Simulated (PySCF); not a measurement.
# CH7NSi: the cost of one run

The runs use PySCF 2.14.0, with density-fitted response routines of our own; the level of theory stands in each step. All values are computed, except where a source is named. Atoms count from 0, in the outputs and in this text.

### Step 1. Starting geometry

10 atoms, charge 0, multiplicity 1; geometry from: GFN2-xTB. The atoms were then displaced at random by about 0.01 Å, so the start is not that level's minimum.

Bonds of the start (Å): C0–N1 1.43, N1–Si2 1.70, C0–H3 1.07, C0–H4 1.13, C0–H5 1.09, N1–H6 1.01, Si2–H7 1.46, Si2–H8 1.50, Si2–H9 1.47.

### Step 2. Relaxing the molecule at PBE0-D3(BJ)/def2-SVP

The job: settings as JSON, then the geometry in Å.

```
{"job": {"xc": "PBE0", "basis": "def2-SVP", "d3": "d3bj", "grid": 1, "shake": 0.01, "kind": "geom"}, "charge": 0, "multiplicity": 1}
C     -1.357660    -0.141920    -0.041100
N     -0.144560     0.614410    -0.112460
Si     1.385160    -0.130050    -0.016040
H     -1.216540    -1.064740    -0.562220
H     -2.176920     0.435650    -0.552770
H     -1.697990    -0.320620     0.981420
H     -0.230330     1.542610     0.278470
H      1.447680    -1.127340    -1.075500
H      1.701960    -0.799470     1.286280
H      2.339640     0.970550    -0.207140
```

The run is started by

```bash
OMP_NUM_THREADS=1 python probes_run.py task.json out
```

This one command runs all jobs of the session in turn.

**Question.** How long does this first job take on 1 thread of Arm Neoverse V2, shared host, and how much memory does it need?

About 10 s, with a peak of 0.34 GiB.
